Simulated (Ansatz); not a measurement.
**What a trial cell of Be3NbAs relaxes into**

Level of theory: DFT PBE, scalar-relativistic, plane waves, PAW (Ansatz 0.2.0). Cutoff 420 eV, Γ-centred k mesh, Gaussian smearing, no spin polarisation in the final step.

Be3NbAs was placed on the cubic perovskite structure type (Pm-3m, No. 221), with Nb in place of Sr, As in place of Ti, Be in place of O, at a guessed volume.

```
Be Nb As
1.0
     3.83306    0.00000    0.00000
     0.00000    3.83306    0.00000
     0.00000    0.00000    3.83306
Be Nb As
3 1 1
Cartesian
  0.0000 1.9165 1.9165
  1.9165 0.0000 1.9165
  1.9165 1.9165 0.0000
  0.0000 0.0000 0.0000
  1.9165 1.9165 1.9165
```

Cell and atoms relax at zero pressure; the relaxation can't lower the symmetry of the start. After a coarse first stage the cell is made exact in the group found at 0.06 Å.

The zero of energy is the elements' standard structures at the same level; no fitted shifts are applied.

Problem. Which crystal results?

Solution. It keeps Pm-3m (No. 221). The result still has the cubic perovskite structure. Conventional cell: a = 4.156 Å. Around Be lie 2 As at 2.08 Å; around Nb lie 12 Be at 2.94 Å; As is coordinated by 6 Be at 2.08 Å.

```
Be Nb As
1.0
     4.15642    0.00000    0.00000
     0.00000    4.15642    0.00000
     0.00000    0.00000    4.15642
Be Nb As
3 1 1
Direct
  0.00000 0.50000 0.50000
  0.50000 0.00000 0.50000
  0.50000 0.50000 0.00000
  0.00000 0.00000 0.00000
  0.50000 0.50000 0.50000
```

Problem. What are its volume, energy, density and gap?

Solution. The volume per atom is 14.36 Å³ and the density is 4.51 g/cm³. The energy over the elements is 1.01 eV/atom. The gap on the 10×10×10 mesh is 0 eV (a metal).

The final run used a 10×10×10 mesh on its 5-atom cell and 0.10 eV smearing. For metals, differences of a few meV/atom aren't resolved. A structure relaxed within its symmetry needn't be a true minimum.

Cost: 3 runs of about 0.48 core-minutes in all, on Arm Neoverse V1 (shared hosts).